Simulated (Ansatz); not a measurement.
## How far each method lies from full CI for Al–GaH$_{2}$, triplet

Geometry: a PBE0/def2-TZVP stationary point for this spin, not checked as a minimum.

```xyz
4

Al    0.0000    0.0000    1.8190
Ga    0.0000    0.0000   -0.6648
H     0.0000    1.4073   -1.3528
H     0.0000   -1.4073   -1.3528
```

Basis 6-31G (Cartesian d functions); Ansatz 0.2.0. Only valence electrons are correlated (noble-gas cores and the filled d shells of p-block atoms frozen), which leaves 8 electrons in 27 orbitals. Prefix R: restricted or restricted open-shell reference; prefix U: unrestricted. Active spaces: valence = (8e, 10o) chosen from the atoms' valence shells. No spin–orbit coupling is included, and no scalar relativity.

Full CI is exact within this basis and frozen core; it isn't the basis-set limit. The frozen core follows each run's orbitals, which can shift R against U totals by a few meV for light atoms and by up to 0.1 eV past Ca.

The UHF ⟨S²⟩ is 2.008, the T1 diagnostic (RCCSD) is 0.0437 and the largest doubles amplitude (RCCSD) is 0.092.

| level | E − E(full CI) (kcal/mol) | share of correlation (%) | wall time |
| --- | --- | --- | --- |
| RHF | 52.70 | 0.00 | – |
| RMP2 | 18.03 | 65.79 | – |
| RCCSD | 1.87 | 96.46 | – |
| RCCSD(T) | 0.64 | 98.78 | 5 s |
| BCCD(T) | 0.56 | 98.93 | 4.5 s |
| RCCSDT | 0.09 | 99.83 | – |
| RCCSDT(Q) | 0.02 | 99.96 | 9.5 s |
| RCCSDTQ | 0.00 | 100.00 | 17 s (H100) |
| CASSCF (valence space) | 13.72 | 73.97 | – |
| NEVPT2 (valence space) | 3.95 | 92.50 | 5.5 s |
| MRCISD (valence space) | 0.38 | 99.28 | – |
| MRCISD+Q (valence space) | 0.11 | 99.80 | 8.5 s |

The correlation energy at full CI, counted from RHF, is -2.285 eV. That run took 29 s on 2 threads of AMD EPYC 7R13 with a shared H100 80 GB, shared host over 76,861,456 determinants.

Run but not shown, since their state or frozen core can't be matched to the reference's or they repeat it: UHF, UMP2, UCCSD, UCCSD(T), UCCSDT, UCCSDT(Q), UCCSDTQ.

Times hold each run's SCF and search for its determinant on a shared host, so for small cases they say little of a method's own cost; rows without a card ran on 1 thread of AMD EPYC 7R13.

The full-CI state has the irrep B1 of C2v, in the program's axes.

Natural occupations of full CI about the gap: 1.968 1.956 1.923 0.998 0.979 0.039 0.037 0.034 0.019 0.018; effectively unpaired electrons, Σ n²(2−n)², 2.05.

Atomization energy (electronic, same basis, no zero-point term; atoms at the same level, unrestricted beside the R rows where the molecule is a closed shell, but restricted open-shell past Ca, as are all atoms' steps beyond CCSDT(Q)) at full CI: 493.6 kJ/mol. Errors of other levels:

```json
{"level": "RHF", "error (kJ/mol)": "-66.3"}
{"level": "RMP2", "error (kJ/mol)": "-13.7"}
{"level": "RCCSD", "error (kJ/mol)": "-7.1"}
{"level": "RCCSD(T)", "error (kJ/mol)": "-2.5"}
{"level": "BCCD(T)", "error (kJ/mol)": "-2.1"}
{"level": "RCCSDT", "error (kJ/mol)": "-0.4"}
{"level": "RCCSDT(Q)", "error (kJ/mol)": "-0.1"}
{"level": "RCCSDTQ", "error (kJ/mol)": "0.0"}
{"level": "CASSCF (valence space)", "error (kJ/mol)": "-24.5"}
{"level": "NEVPT2 (valence space)", "error (kJ/mol)": "-4.1"}
{"level": "MRCISD (valence space)", "error (kJ/mol)": "-1.4"}
{"level": "MRCISD+Q (valence space)", "error (kJ/mol)": "-0.5"}
```

This basis is far from its limit, so the value isn't to be set against a measured one. Truncated CI isn't size-consistent, which counts against it in atomization.
